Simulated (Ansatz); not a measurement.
Molecule: C2H2, charge -1, multiplicity 2. 
Coordinates optimised at B3LYP-D3(BJ)/def2-TZVP (Ansatz, a first-principles code):
```
C
C 1 1.2846
H 1 1.1104 2 131.55
H 2 1.1104 1 131.55 3 0.00
```
Charge -1, spin multiplicity 2.

Basis-set convergence of Hartree-Fock and CCSD(T) correlation energies (hartree) with Ansatz. Cores are frozen in the correlated levels unless marked. UHF or UKS for open shells. No spin-orbit coupling. Non-relativistic. This anion needs diffuse functions, which these sets lack.

```
basis    functions      E(HF)  E(corr, CCSD(T))
-------  ---------  ---------  ----------------
cc-pVDZ         38  -76.72233          -0.29619
cc-pVTZ         88  -76.75333          -0.35715
cc-pVQZ        170          ?                 ?
```

Question: Complete the blanks.

Answer: 
- cc-pVQZ, E(HF): -76.76311
- cc-pVQZ, E(corr, CCSD(T)): -0.37614
